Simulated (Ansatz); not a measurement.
NH3 (ammonia): from total energies to a heat of formation

NH3: 4 atoms, total charge 0, spin state singlet. SMILES: `N`. The coordinates come from a PBE0-D4/def2-TZVP relaxation.

Total energies at BCCD(T)/def2-TZVPPD, 1 core orbital frozen (Ansatz 0.2.0); the atoms run unrestricted:

```
species    state  energy (Eh)
    NH3  singlet   -56.478615
      N  quartet   -54.516548
      H  doublet    -0.499810
```

Harmonic wavenumbers at PBE0-D4/def2-TZVP, in cm⁻¹: 1031, 1670, 1670, 3502, 3631, 3631.

Measured heats of formation of the gaseous atoms at 298.15 K, in kJ/mol: N 472.4, H 218.0. Take 1 Eh = 2625.50 kJ/mol, 1 cm⁻¹ = 0.0119627 kJ/mol, RT = 2.479 kJ/mol.

Q: Work out the heat of formation of the gas at 298 K.

A: 
1. Electronic atomisation energy: (-54.516548) + 3 × (-0.499810) − (-56.478615) = 0.462637 Eh = 1214.7 kJ/mol.
2. Zero-point energy: half the sum of the wavenumbers, 7567.5 cm⁻¹ = 90.5 kJ/mol.
3. Thermal vibrational enthalpy, Σ hcν̃/(exp(hcν̃/kT) − 1): 0.1 kJ/mol. Translation, rotation and pV of a non-linear molecule: 4 RT = 9.9 kJ/mol.
4. The 4 free atoms carry 5/2 RT each: 24.8 kJ/mol.
5. Atomisation enthalpy at 298 K: 1214.7 − 90.5 − 0.1 − 9.9 + 24.8 = 1139.0 kJ/mol.
6. Sum of the atoms' heats of formation: 1126.4 kJ/mol. Heat of formation: 1126.4 − 1139.0 = -12.6 kJ/mol.

The tabulated value is -45.6 kJ/mol (Active Thermochemical Tables), so this level is off by +33.0 kJ/mol, or 2.8 % of the atomisation enthalpy that the table implies (1172.0 kJ/mol). Coupled cluster needs large bases for atomisation: in a finite one the molecule is underbound. Anharmonicity and any spin-orbit splitting of the molecule are left out, and so is core correlation.
